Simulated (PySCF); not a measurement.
Species: C3H8P (charge -1).
Bonds: C1–C2, C2–P3, P3–C4. Hydrogens: H5, H6, H7 on C1; H8, H9 on C2; H10, H11, H12 on C4.

Torsions of this conformer, `[CH3:1][CH2:2][P-:3][CH3:4]`: C1–C2–P3–C4 -72°.

The closed-shell ground state was solved at several levels (PySCF, density fitting, gas phase, non-relativistic). Geometry: PBE0-D3(BJ)/def2-SVP, one conformer, isolated ion. The geometry's basis has no diffuse functions, a weakness for an anion. Where the HOMO energy is positive, the finite basis confines the outermost electrons. No diffuse functions stand in pcSseg-1 and pcSseg-2, which bears on an anion's orbital energies.

```csv
level,basis functions,HOMO (eV),LUMO (eV),gap (eV)
PBE0/pcSseg-1,115,1.60,5.75,4.15
B97-2/pcSseg-2,263,1.42,4.45,3.03
```

Task: Estimate the row for wB97X-D/def2-SVPD, a basis of 148 functions; the other rows only guide the guess.

Result: HOMO -0.36 eV, LUMO 6.14 eV, gap 6.50 eV.

Task: Over all these levels, which gives the widest orbital gap and which the narrowest?

Result: wB97X-D/def2-SVPD (range-separated hybrid) has the widest, 6.50 eV, and B97-2/pcSseg-2 (global hybrid, 21 % exact exchange) the narrowest, 3.03 eV. Functional and basis both differ between the two, so the spread mixes both effects.
